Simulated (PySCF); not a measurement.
Splitting trees

Atom-mapped SMILES (the numbers label the heavy atoms): `[CH3:1][CH:2]([CH3:3])[C:4](=[O:5])[OH:6]` (H(Xn): hydrogen on atom n).

Computed data (PySCF): coordinates at the PBE0-D3(BJ)/def2-SVP level, spin–spin couplings from B3LYP/pcJ-1 (without the spin–dipole term), shieldings: GIAO KT2/pcSseg-2. One computed conformer, relativity neglected, one averaged value for each set of equivalent atoms, isolated molecule.

References, each an isolated molecule treated in the same way: 1H (σ = 31.18 ppm), 13C (σ = 182.28 ppm) vs TMS.

Spectrometer: 600 MHz for 1H. First-order analysis; couplings under 1 Hz (under 4 Hz in carbon signals) are ignored, and nearly equal couplings are merged; the smaller ones broaden or split the lines further.

**Question.** What pattern does H(C1)/H(C3) show (1H)?

**Answer.** A doublet at δ 1.18: 8.0 Hz to H(C2) (1 × 1H, 3 bonds away). Lines in Hz from the centre (relative intensity): +4.0 (1), -4.0 (1). The outer lines are 8.0 Hz apart, the sum of the couplings kept, or 0.013 ppm at this field.

**Question.** What pattern does H(C2) show (1H)?

**Answer.** A septet at δ 2.70: 8.0 Hz to H(C1)/H(C3) (6 × 1H, 3 bonds away). Lines in Hz from the centre (relative intensity): +24.0 (1), +16.0 (6), +8.0 (15), +0.0 (20), -8.0 (15), -16.0 (6), -24.0 (1). The outer lines are 48.0 Hz apart, the sum of the couplings kept, or 0.080 ppm at this field.

**Question.** What pattern does C4 show in the proton-coupled 13C spectrum?

**Answer.** A doublet of septets at δ 174.0: 7.8 Hz to H(C2) (1 × 1H, 2 bonds away), 5.4 Hz to H(C1)/H(C3) (6 × 1H, 3 bonds away). Lines in Hz from the centre (relative intensity): +20.1 (1), +14.7 (6), +12.3 (1), +9.3 (15), +6.9 (6), +3.9 (20), +1.5 (15), -1.5 (15), -3.9 (20), -6.9 (6), -9.3 (15), -12.3 (1), -14.7 (6), -20.1 (1). The outer lines are 40.2 Hz apart, the sum of the couplings kept, or 0.266 ppm at this field.

The OH or NH signal is concentration- and solvent-dependent in practice; the value given is the gas-phase one. Unscaled 3J(H,H) at this level run about 10 % above measured values.
